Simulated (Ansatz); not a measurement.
**C2H2FN: up Jacob's ladder to CCSD(T)**

The task here is to estimate one member of a computed series from the others.

Computed with Ansatz 0.2.0, Gaussian basis. Level: functionals in def2-TZVPP, the program's frozen cores in correlated methods.

The runs, in order: LDA (SPW92), PBE-D4, revPBE-D4, BLYP-D4, r2SCAN-D4, B97M-V, PBE0-D4, B3LYP-D4, r2SCANh-D4, r2SCAN0-D4, HSE06-D4, BHLYP-D4, CAM-B3LYP-D4, LC-ωPBE, ωB97X-V, ωB97M-V, B2PLYP, PBE-QIDH; CCSD(T)/def2-SVP; CCSD(T)/def2-TZVPP; MP2/def2-QZVPP; extrapolation to the limit; RPA on PBE.

## Structure used throughout

The geometry comes from an earlier relaxation with PBE0-D4 in a triple-zeta def2 set; it is a stationary point.

6 atoms, charge 0, spin multiplicity 1.

Atoms are counted from 1 here; the program's logs count them from 0.

Bond lengths: N1–C2 1.221 Å, N1–H5 1.021 Å, C2–C3 1.309 Å, C3–F4 1.345 Å, C3–H6 1.080 Å. Angles: C2–N1–H5 114.9°, N1–C2–C3 173.4°, C2–C3–F4 121.4°, C2–C3–H6 123.1°, F4–C3–H6 115.6°.

The first run:

File in.yaml:

```yaml
crystal:
  periodic: [false, false, false]
  atoms:
    - {symbol: N, position_ang: [-0.137800, 1.303271, -0.925240]}
    - {symbol: C, position_ang: [0.006262, 0.329240, -0.202964]}
    - {symbol: C, position_ang: [0.257533, -0.630870, 0.650612]}
    - {symbol: F, position_ang: [1.008472, -1.692798, 0.308191]}
    - {symbol: H, position_ang: [-0.957250, 1.269610, -1.533695]}
    - {symbol: H, position_ang: [-0.135116, -0.642452, 1.656896]}
basis:
  gaussian: {orbitals: def2-TZVPP}
hamiltonian: {xc: lda}
output: {orbitals: {seedname: orbitals}}
```

Command:

```
> ansatz run in.yaml --threads 2 --pin off --events-out ev --progress --plain --max-ram 4352MiB
```

Steps of the session up to this table: LDA; PBE-D4 (GGA); revPBE-D4 (GGA); BLYP-D4 (GGA); r2SCAN-D4 (meta-GGA); B97M-V (meta-GGA); PBE0-D4 (hybrid); B3LYP-D4 (hybrid); r2SCANh-D4 (hybrid); r2SCAN0-D4 (hybrid); HSE06-D4 (hybrid); BHLYP-D4 (hybrid); CAM-B3LYP-D4 (range-separated); LC-ωPBE (range-separated); ωB97X-V (range-separated); ωB97M-V (range-separated); B2PLYP (double hybrid); PBE-QIDH (double hybrid).

One table of the session follows, with a row left open; its other results are not shown here.

```
  functional  HOMO (eV)  gap (eV)
 LDA (SPW92)      -5.74      3.13
      PBE-D4      -5.57      3.25
   revPBE-D4      -5.51      3.29
     BLYP-D4      -5.48      3.27
   r2SCAN-D4      -5.80      3.69
      B97M-V      -5.89      3.95
     PBE0-D4      -6.87      5.66
    B3LYP-D4      -6.67      5.19
  r2SCANh-D4      -6.29      4.59
  r2SCAN0-D4      -7.03      5.93
    HSE06-D4      -6.47      4.87
    BHLYP-D4      -8.08      8.08
CAM-B3LYP-D4      -8.24      8.23
     LC-ωPBE      -9.54     10.80
     ωB97X-V      -9.18     10.36
     ωB97M-V          ?         ?
```

Estimate the missing values for ωB97M-V.

The run gave: HOMO (eV): -9.08; gap (eV): 10.17. In the column «HOMO (eV)» it lies between ωB97X-V (-9.18) and CAM-B3LYP-D4 (-8.24).
